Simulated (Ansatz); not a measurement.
Consider a ladder of basis sets of HSi (charge -1) (the Python package of Ansatz (0.2.0)).

The script, `basis_hsi.py`:
```python
# -*- coding: utf-8 -*-
'''Basis-set convergence for HSi(-).'''

import ansatz as az
from ase import Atoms


def main():
    atoms = Atoms(['Si', 'H'], positions=[
        (0.0, 0.0, 0.0),
        (0.0, 0.0, 1.535),
    ])
    geometry = az.Crystal.molecule_from_ase(atoms)

    calc = geometry.calculation()
    calc = calc.functional('PBE0')
    calc = calc.charge(-1)
    calc = calc.spin('collinear', total=2)

    energies = {}
    for basis in ['cc-pVDZ', 'cc-pVTZ', 'cc-pVQZ']:
        rep = calc.basis(gaussian=basis).run(threads=1, backend='cpu').report
        size = rep['n_frozen'] + rep['n_occupied'][0] + rep['n_virtual'][0]
        energies[basis] = (rep['reference_energy_ev'] / 27.211386246, rep['free_energy_ev'] / 27.211386246)
        print(f'{basis:14s} {size:4d} orbitals  reference {energies[basis][0]:14.6f} Ha  total {energies[basis][1]:14.6f} Ha')

    last = energies['cc-pVQZ'][1]
    for basis, (_, total) in energies.items():
        print(f'{basis:14s} lies {27.211386 * (total - last):9.4f} eV above cc-pVQZ')


if __name__ == '__main__':
    main()
```

How far does the total energy move along this ladder of basis sets?

Against cc-pVDZ: cc-pVTZ -14.0 mHa and cc-pVQZ -22.5 mHa. The last step alone is -8.51 mHa.

What the script printed:

Output of `python basis_hsi.py`:
```text
cc-pVDZ          23 orbitals  reference    -289.894929 Ha  total    -289.894929 Ha
cc-pVTZ          48 orbitals  reference    -289.908913 Ha  total    -289.908913 Ha
cc-pVQZ          89 orbitals  reference    -289.917426 Ha  total    -289.917426 Ha
cc-pVDZ        lies    0.6122 eV above cc-pVQZ
cc-pVTZ        lies    0.2317 eV above cc-pVQZ
cc-pVQZ        lies    0.0000 eV above cc-pVQZ
```

Caveats:
- The drop along the ladder measures the basis error, and is no property of the molecule.
- The geometry is a force-field or estimated start, not a minimum of this method, and the last set is no limit. Much of the fall in a total is atomic energy, which cancels in bond and reaction energies.
- The species is open-shell (spin multiplicity 3).
- For Al to Cl the sets with a tight d function, cc-pV(X+d)Z, are usual.
- The spin state was assumed, and another may lie lower.
- Anions want diffuse functions, which this basis lacks.
- Wall time of the script: 2.4 s on 1 thread of Arm Neoverse V1 (shared host), peak memory 0.19 GiB.
